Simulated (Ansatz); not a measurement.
Computed with Ansatz on PBE0-D4/def2-TZVP structures; ΔE is electronic, products minus reactants. CBS: MP2 limit from def2 TZ/QZ plus the TZ coupled-cluster correction, frozen cores. This one scheme is used for every species, atoms too. DFT in def2-TZVPP. B3LYP here is the variant with VWN-RPA as its local correlation; programs differ in this. Open shells (•) are unrestricted, without spin–orbit coupling. Spin–orbit coupling would lower the free atoms: a little for C, F, O. Each species was taken in one conformer, which may not be the lowest.

Reaction (atomization): `OCCCF` → 3 C• + F• + 7 H• + O•

`OCCCF`:

Z-matrix (Å, degrees):
```
C
C 1 1.511
O 1 1.413 2 107.8
H 1 1.100 2 109.5 3 -120.8
H 1 1.097 2 109.6 3 121.3
C 2 1.505 1 113.0 3 178.2
H 2 1.094 1 109.4 3 -59.3
H 2 1.095 1 109.1 3 57.6
H 3 0.959 1 108.6 2 174.3
F 6 1.388 2 110.5 1 63.3
H 6 1.093 2 111.1 1 -177.5
H 6 1.095 2 111.6 1 -55.9
```

```
             level  ΔE (kJ/mol)  difference from CCSD(T)/CBS
            PBE-D4       4760.7                        104.0
          B3LYP-D4       4646.5                        -10.2
           ωB97X-V       4658.6                          1.9
           ωB97M-V       4664.3                          7.6
            B2PLYP       4606.4                        -50.3
     HF/def2-TZVPP       3386.4                      -1270.3
SCS-MP2/def2-TZVPP       4592.6                        -64.1
   CCSD/def2-TZVPP       4480.8                       -175.9
     HF/def2-QZVPP       3391.2                      -1265.5
    CCSD/CBS(def2)       4593.4                        -63.3
       CCSD(T)/CBS       4656.7                            0
```

Largest T1 diagnostic among the species: 0.010.

From PBE to PBE0 (25 % exact exchange), in def2-TZVPP and without D4, ΔE moves by −89.3 kJ/mol: exact exchange takes away binding that semilocal exchange gives to molecules. The D4 term adds +27.3 kJ/mol with B3LYP and +14.3 kJ/mol with PBE0; it sums over pairs of atoms, weighted by their polarisabilities, and B3LYP, whose exchange is more repulsive, gets the larger term. In def2-TZVPP, CCSD(T) changes the Hartree–Fock value by +1157.8 kJ/mol (the triples alone add +63.3 kJ/mol) and MP2 by +1236.2 kJ/mol; breaking electron pairs costs correlation energy, which Hartree–Fock lacks.

For atomizations the MP2-based limit and the directly extrapolated one differ by several kJ/mol either way, and by 10 to 25 for some Ge, Se and Sn compounds, so smaller differences from it don't rank the levels.
